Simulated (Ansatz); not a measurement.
`FCCF`. The species carries charge 0 and has multiplicity 1. All single points use the PBE0-D4/def2-TZVP geometry. It is one conformer, not always the lowest.

```xyz
8

F    -0.072    1.070   -1.392
C     0.521    0.432   -0.324
C    -0.474   -0.409    0.415
F    -0.827   -1.516   -0.325
H     1.338   -0.187   -0.706
H     0.926    1.194    0.351
H    -0.032   -0.750    1.358
H    -1.381    0.166    0.625
```

Question: What is the dipole moment at ωB97M-V/def2-TZVPP? (Best estimate.)

Answer: Ansatz gave: 2.61 D, with components (1.18, 0.58, 2.25) D in this frame, pointing from negative to positive charge.

Question: And with PBE, r2SCAN, B3LYP? (Best estimate.)

Answer: The calculation gave: PBE 2.43 D, r2SCAN 2.54 D, B3LYP 2.62 D.

Question: Give the Mulliken charges with ωB97M-V, B3LYP, PBE in def2-TZVPP. (Estimate.)

Answer: The calculation gave: 
```csv
atom,ωB97M-V,B3LYP,PBE
F1,-0.23,-0.24,-0.20
C2,0.05,0.10,0.07
C3,0.05,0.10,0.07
F4,-0.23,-0.24,-0.20
H5,0.09,0.08,0.08
H6,0.08,0.07,0.06
H7,0.08,0.07,0.06
H8,0.09,0.08,0.08
```

B3LYP here is the variant with VWN-RPA as its local correlation; programs differ in this.
